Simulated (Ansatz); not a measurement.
# SiH3⁺, triplet: the ladder up to full CI

Geometry: a point of a stretch scan, not a stationary point.

```xyz
4

Si    0.0000    0.0772   -0.0732
H     0.0000   -1.5120   -0.9885
H     0.4393   -0.3202    1.5139
H    -0.4393   -0.3202    1.5139
```

Basis cc-pVDZ; Ansatz 0.2.0. Correlated methods freeze the noble-gas cores, which leaves 6 electrons in 28 orbitals. R marks a restricted (for open shells ROHF) determinant, U an unrestricted one. Active spaces: pair = (4e, 4o) about the gap; valence = (6e, 7o) chosen from the atoms' valence shells.

Full CI is exact within this basis and frozen core; it isn't the basis-set limit. The frozen core follows each run's orbitals, which can shift R against U totals by a few meV.

For open shells CISD is restricted-active-space CI with the open shells as a complete middle space.

The UHF ⟨S²⟩ is 2.047, the T1 diagnostic (RCCSD) is 0.0398 and the largest doubles amplitude (RCCSD) is 0.095. The T1 diagnostic (UCCSD) is 0.0253.

```csv
level,E − E(full CI) (kcal/mol),share of correlation (%),wall time
RHF,71.63,0.00,–
UHF,67.92,5.18,–
RMP2,19.73,72.45,–
UMP2,19.63,72.60,–
CISD,4.51,93.70,0.42 s
RCCSD,2.36,96.70,–
UCCSD,2.16,96.99,–
RCCSD(T),0.64,99.11,0.42 s
UCCSD(T),0.61,99.15,0.39 s
BCCD(T),0.61,99.15,0.51 s
RCCSDT,0.06,99.92,–
UCCSDT,0.04,99.94,–
RCCSDT(Q),0.01,99.98,2.6 s
UCCSDT(Q),0.00,100.00,2.4 s
CASSCF (pair space),55.45,22.59,–
NEVPT2 (pair space),16.04,77.60,0.24 s
MRCISD (pair space),3.25,95.47,–
MRCISD+Q (pair space),0.30,99.58,0.48 s
CASSCF (valence space),35.89,49.90,–
NEVPT2 (valence space),10.71,85.06,0.81 s
NEVPT4(SD) (valence space),1.92,97.33,1.2 s
MRCISD (valence space),1.73,97.58,–
MRCISD+Q (valence space),0.53,99.27,1.3 s
```

The correlation energy at full CI, counted from RHF, is -3.106 eV. That run took 20 s on 1 thread of AMD EPYC 7R43, shared host over 5,365,800 determinants.

Times hold each run's SCF and search for its determinant on a shared host, so for small cases they say little of a method's own cost; they ran on 1 thread of AMD EPYC 7R43.

The full-CI state has the irrep A'' of Cs, in the program's axes.

Natural occupations of full CI about the gap: 1.957 1.915 0.992 0.984 0.049 0.027 0.027 0.008 0.008 0.007; effectively unpaired electrons, Σ n²(2−n)², 2.05.
